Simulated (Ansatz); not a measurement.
Crystal: S2O5, cubic X2O5 type, 14 atoms in the cell.

Space group Pn-3m, simple cubic cell, positions in fractions of the edge: S (0 0 0), (0.5 0.5 0), (0.5 0 0.5), (0 0.5 0.5); O (0.5 0 0), (0 0.5 0), (0 0 0.5), (0.5 0.5 0.5), (0.75 0.75 0.25), (0.75 0.25 0.75), (0.25 0.75 0.75), (0.75 0.25 0.25), (0.25 0.75 0.25), (0.25 0.25 0.75).

Method: PBE, plane waves, PAW datasets (generated soft set 1) in Ansatz.

Cutoff 420 eV; k-mesh 21×21×21 Γ-centred; Fermi–Dirac smearing of 0.0612 eV; no spin polarisation.

(1) What equilibrium volume, lattice constant and bulk modulus does this give?

## Answers

(1) V₀ = 9.577 Å³/atom (a₀ = 5.118 Å), B₀ = 143 GPa, B₀′ = 4.45. The points behind the fit:

```tsv
V (Å³/atom)	a (Å)	E − E(min) (meV/atom)	P (GPa)
9.008	5.0147	16.90	10.06
9.199	5.0500	7.16	6.30
9.391	5.0848	1.67	2.93
9.583	5.1192	0.00	-0.09
9.774	5.1531	1.76	-2.80
9.966	5.1866	6.59	-5.23
10.157	5.2196	14.17	-7.41
```

The published all-electron PBE values for this crystal (mean of FLEUR and WIEN2k, k-spacing 0.06 Å⁻¹; Bosoni et al., Nat. Rev. Phys. 6, 45 (2024)) are V₀ = 9.583 Å³/atom, B₀ = 143.2 GPa, B₀′ = 4.45.

The stress includes the program's correction for the finite plane-wave basis.

This cubic structure is a model: it isn't the usual form of the substance at ambient conditions, and such phases are metastable or hypothetical.
